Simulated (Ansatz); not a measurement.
Reaction (atomization): `FC(Cl)Cl` → C• + 2 Cl• + F• + H•

Isolated molecules relaxed with PBE0-D4/def2-TZVP in Ansatz; ΔE leaves out vibrations. CBS: MP2 limit from def2 TZ/QZ plus the TZ coupled-cluster correction, frozen cores. This one scheme is used for every species, atoms too. DFT in def2-TZVPP. Open shells (•) are unrestricted, without spin–orbit coupling. Spin–orbit coupling would lower the free atoms: a little for C, Cl, F.

CCSD(T)/CBS gives +16.43 eV.

Question: Another level gave +16.66 eV. Which?
A. ωB97X-V/def2-TZVPP
B. PBE0-D4/def2-TZVPP
C. BHLYP/def2-TZVPP
D. BHLYP-D4/def2-TZVPP

Answer: B. PBE0-D4 16.66, ωB97X-V 16.51, BHLYP-D4 15.36, BHLYP 15.22 eV.

Largest T1 diagnostic among the species: 0.011.

The D4 term adds +0.18 eV with B3LYP and +0.09 eV with PBE0; it sums over pairs of atoms, weighted by their polarisabilities, and B3LYP, whose exchange is more repulsive, gets the larger term. In def2-TZVPP, CCSD(T) changes the Hartree–Fock value by +5.03 eV (the triples alone add +0.45 eV) and MP2 by +5.81 eV; breaking electron pairs costs correlation energy, which Hartree–Fock lacks.

B3LYP here is the variant with VWN-RPA as its local correlation; programs differ in this.

For atomizations the MP2-based limit and the directly extrapolated one differ by several kJ/mol either way, and by 10 to 25 for some Ge, Se and Sn compounds, so smaller differences from it don't rank the levels.
